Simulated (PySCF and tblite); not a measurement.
The numbers below are computed, except where a source is named.
# Conformer ensemble of C6H6, numbered as in [CH:1]#[C:2][CH2:3][CH2:4][C:5]#[CH:6]

Free energies: PBE0-D3(BJ)/def2-TZVP on PBE0-D3(BJ)/def2-SVP structures plus GFN2-xTB thermal terms, symmetry and mirror images included. Conformers within 4 kcal/mol (GFN2-xTB free energy) were kept, 7 at most. GIAO shieldings: PBE0/pcSseg-1. Couplings: B3LYP/pcSseg-1 with pcJ-1 on H (gas phase; spin-dipole term only for pairs with B, N, F, Si or P). Couplings are for ¹H; a prime marks the second kind of pair between the same two sets of atoms. Shifts are against TMS (¹H), TMS (¹³C) at the same level. Run with PySCF (density fitting) and tblite.

Torsions listed: C2–C3–C4–C5. Of a mirror pair one member is shown.

```json
{"conformer": "1", "shape": "180°", "symmetry": "C2h", "E(GFN2) kcal/mol": "0.00", "E(DFT) kcal/mol": "0.00", "G(298.15 K) kcal/mol": "0.00", "weight %": "68.1", "dipole D": "0.00"}
{"conformer": "2", "shape": "65°", "symmetry": "C2 (pair)", "E(GFN2) kcal/mol": "0.61", "E(DFT) kcal/mol": "0.91", "G(298.15 K) kcal/mol": "0.45", "weight %": "31.9", "dipole D": "0.92"}
```

Weights (%) against temperature:

```csv
T (K),1,2,S(mix) cal/mol/K
250,74.4,25.6,1.48
273.15,71.2,28.8,1.59
298.15,68.1,31.9,1.68
323.15,65.3,34.7,1.76
373.15,60.6,39.4,1.87
```

Averaged shifts at 298.15 K. ¹H: 2.30 (H3/H4, 4H), 1.87 (H1/H6, 2H) ppm. ¹³C: 85.4 (C2/C5), 75.8 (C1/C6), 21.0 (C3/C4) ppm.

Averaged couplings (Hz): ⁴J(H1,H3) -4.3, ²J(H3,H3) -19.4, ³J(H3,H4) 11.5, ³J(H3,H4′) 6.5.

Coordinates of conformer 1 (Å):

```xyz
12

C     3.000    0.078    0.666
C     1.860    0.297    0.321
C     0.483    0.538   -0.084
C    -0.482   -0.538    0.441
C    -1.860   -0.297    0.036
C    -3.000   -0.078   -0.309
H     4.013   -0.110    0.970
H     0.422    0.579   -1.184
H     0.159    1.528    0.278
H    -0.422   -0.579    1.541
H    -0.158   -1.528    0.079
H    -4.013    0.110   -0.614
```

Coordinates of conformer 2 (Å):

```xyz
12

C     2.476    0.561    0.160
C     1.545   -0.062   -0.299
C     0.416   -0.812   -0.831
C    -0.831   -0.771    0.069
C    -1.415    0.557    0.197
C    -1.892    1.666    0.288
H     3.302    1.117    0.564
H     0.716   -1.865   -0.969
H     0.158   -0.426   -1.831
H    -0.573   -1.155    1.069
H    -1.587   -1.459   -0.345
H    -2.313    2.650    0.373
```

Shifts are unscaled: against experiment ¹³C can be off by 15 ppm or more and ¹H by 0.8 ppm.

Search and properties took 53 s on 1 thread of Arm Neoverse V2, shared host (rough), launched as `OMP_NUM_THREADS=1 python ens_run.py task.json out`.
